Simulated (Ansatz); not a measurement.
**BF (SMILES [B]F): levels of theory compared**

We compute a comparison of 6 runs (BLYP/STO-3G, SVWN5/STO-3G, revPBE/STO-3G, RPA@PBE/STO-3G, MP2/STO-3G, BCCD(T)/STO-3G) of BF. 

Program for the calculation: Ansatz 0.2.0.

35 further runs of the same task are left out: 1 that didn't finish, 34 set aside as unsound or not needed.

### 1 The structure to begin with

BF: 2 atoms, total charge 0, spin state singlet. SMILES: `[B]F`. The F2–B1 distance was set to 1.895 Å, away from the relaxed value.

Bond lengths: B1–F2 1.895 Å.

### 2 A single-point energy at BLYP/STO-3G (run 1)

job.yaml

```yaml
basis:
  gaussian:
    orbitals: STO-3G
crystal:
  periodic: [false, false, false]
  atoms:
    - symbol: B
      position_ang: [0.000000, -0.000000, -0.640860]
    - symbol: F
      position_ang: [-0.000000, 0.000000, 1.253740]
accuracy: high
hamiltonian:
  xc: {name: BLYP}
```

Command:

```sh
ansatz run job.yaml --threads 1 --pin off --max-ram 3480MiB --events-out events.jsonl --progress --plain --runs-dir runs
```

Output:

```text
Warning: RAYON_NUM_THREADS=1 ignored (pool sized by the plan → 1); use --threads N
Functional definition: BLYP
  name "BLYP"
  parameter beta = 0.0042
  parameter a = 0.04918
  parameter b = 0.132
  parameter c = 0.2533
  parameter d = 0.349
  exchange = b88_x(beta = beta)
  correlation = lyp_c(a = a, b = b, c = c, d = d)
149 factors; integrals over basis functions are off by at most 5.5e-8 eV
mean field evaluation 1: about -3337.3869 eV, gradient 1.7e1 eV
mean field evaluation 2: about -3110.2423 eV, gradient 2.3e2 eV
mean field evaluation 4: about -3338.7570 eV, gradient 3.0e0 eV
mean field evaluation 8: about -3338.7894 eV, gradient 1.9e-1 eV
mean field evaluation 16: about -3338.7483 eV, gradient 1.1e-6 eV
mean field -3338.74826722 eV, -122.6967357355 hartree, gradient 2.2e-8 eV, S^2 0.000000; 0 other end points of the search recorded, 0 dependent functions left out
reference -3338.74829330 eV, -122.6967366940 hartree; 7, 7 occupied and 3, 3 virtual orbitals, 149 factors
Total energy: -3338.74829330 eV, -122.6967366940 hartree
```

Wall time 0.2 s (1 thread of Intel Xeon 6975P-C (Granite Rapids), shared host).

### 3 The energy at SVWN5/STO-3G (run 2)

molecule.yaml

```yaml
crystal:
  periodic: [false, false, false]
  atoms:
    - {symbol: B, position_ang: [0.000000, -0.000000, -0.640860]}
    - {symbol: F, position_ang: [-0.000000, 0.000000, 1.253740]}
basis:
  gaussian:
    orbitals: STO-3G
accuracy: high
hamiltonian:
  xc: {name: SVWN5}
```

Command:

```sh
ansatz run molecule.yaml --threads 1 --pin off --max-ram 3480MiB --events-out events.jsonl --progress --plain --runs-dir runs
```

Output:

```text
Warning: RAYON_NUM_THREADS=1 ignored (pool sized by the plan → 1); use --threads N
Functional definition: SVWN5
  name "SVWN5"
  exchange = slater_x
  correlation = vwn5_c
149 factors; integrals over basis functions are off by at most 5.5e-8 eV
mean field evaluation 1: about -3312.5431 eV, gradient 1.6e1 eV
mean field evaluation 2: about -3098.6638 eV, gradient 2.3e2 eV
mean field evaluation 4: about -3313.7645 eV, gradient 1.9e0 eV
mean field evaluation 8: about -3313.7761 eV, gradient 1.4e-1 eV
mean field evaluation 16: about -3313.7342 eV, gradient 1.6e-6 eV
mean field -3313.73419900 eV, -121.7774856836 hartree, gradient 4.5e-8 eV, S^2 0.000000; 0 other end points of the search recorded, 0 dependent functions left out
reference -3313.73420019 eV, -121.7774857273 hartree; 7, 7 occupied and 3, 3 virtual orbitals, 149 factors
Total energy: -3313.73420019 eV, -121.7774857273 hartree
```

It took 0.16 s on 1 thread of Intel Xeon 6975P-C (Granite Rapids), shared host.

Runs 3 to 5 aren't shown in full; the table further down has their settings and results.

### 4 The energy at BCCD(T)/STO-3G (run 6)

molecule.yaml

```yaml
crystal:
  periodic: [false, false, false]
  atoms:
    - symbol: B
      position_ang: [0.000000, -0.000000, -0.640860]
    - symbol: F
      position_ang: [-0.000000, 0.000000, 1.253740]
basis:
  gaussian: {orbitals: STO-3G}
correlation: {method: bccd_t, frozen_orbitals: {B: 1, F: 1}}
accuracy: high
scf: {omitted_lower_state_checks: [cluster_reference, increment]}
```

Command:

```sh
ansatz run molecule.yaml --threads 1 --pin off --max-ram 3480MiB --events-out events.jsonl --progress --plain --runs-dir runs
```

Output (excerpt; [...] marks lines left out):

```text
Warning: RAYON_NUM_THREADS=1 ignored (pool sized by the plan → 1); use --threads N
Functional definition: HF
  name "HF"
[...]
149 factors; integrals over basis functions are off by at most 5.5e-8 eV
[...]
mean field -3324.27990929 eV, -122.1650333884 hartree, gradient 2.0e-8 eV, S^2 0.000000; 0 other end points of the search recorded, 0 dependent functions left out; unrestricted orbitals would lower it
2 core orbitals not correlated: weight in the atoms' cores, before any rotation towards them, 1.000 or more for the frozen orbitals, at most 0.000 for the correlated occupied ones
reference -3324.27990929 eV, -122.1650333884 hartree; 5, 5 occupied and 3, 3 virtual orbitals, 149 factors
second order -1.95773977 eV of doubles, -0.00000000 eV of singles
cycle   1  -2.23178240 eV  change   -2.7e-1 eV  update   1.5e-1
[...]
cycle  26  -2.80599116 eV  change   3.0e-10 eV  update  1.3e-10
perturbative correction -0.37997875 eV, -0.0139639615 hartree
Total energy: -3327.46587920 eV, -122.2821156230 hartree
Checks for a lower state left out: cluster_reference, increment
```

It took 0.14 s on 1 thread of Intel Xeon 6975P-C (Granite Rapids), shared host.

### 5 Overview of the runs

| run | level | frozen core orbitals | energy (Eh) | wall time |
| --- | --- | --- | --- | --- |
| 1 | BLYP/STO-3G | – | -122.696737 | 0.2 s |
| 2 | SVWN5/STO-3G | – | -121.777486 | 0.16 s |
| 3 | revPBE/STO-3G | – | -122.704495 | 0.2 s |
| 4 | RPA@PBE/STO-3G | 2 | -122.345752 | 0.28 s |
| 5 | MP2/STO-3G | 2 | -122.236979 | 0.06 s |
| 6 | BCCD(T)/STO-3G | 2 | -122.282116 | 0.14 s |

### 6 Summary of results

| quantity | value |
| --- | --- |
| run 6: total energy | -122.28212 Eh |
| run 6: correlation energy (2 core orbitals frozen) | -117.1 mEh |
| run 6: (T) correction | -13.96 mEh |

In words: Totals of different functionals can't be ranked against each other. In runs 5, 6 the log says that unrestricted orbitals would lower the reference, so the values rest on an unstable closed-shell determinant (other closed-shell runs at this shape may share the fault). In runs 1, 2, 3, 4, 5, 6 the basis is minimal, so the values are rough. All runs together took 1 s, the longest 0.28 s.
